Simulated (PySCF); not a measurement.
**Ionisation energy of B by level of theory**

B [He] 2s2 2p1 (2P) → B⁺ [He] 2s2 (1S), as a difference of total energies. Calculation: PySCF 2.14, in aug-cc-pwCVDZ (5s4p2d, 27 functions); no relativity, point nucleus. Correlated levels: valence and next inner shell: nothing frozen. The calculations carry no spin-orbit coupling.

| method | ionisation energy (eV) | error (eV) |
| --- | --- | --- |
| UHF | 8.021 | -0.276 |
| MP2 (valence and next inner shell) | 8.152 | -0.145 |
| SCS-MP2 (valence and next inner shell) | 8.107 | -0.190 |
| CCSD (valence and next inner shell) | 8.073 | -0.224 |
| CCSD(T) (valence and next inner shell) | 8.095 | -0.202 |
| CCSDT (valence and next inner shell) | 8.106 | -0.191 |

Reference: 8.297 eV (measured; NIST levels, between the centres of gravity of the two terms).

Errors of the correlated levels include the incompleteness of this basis.
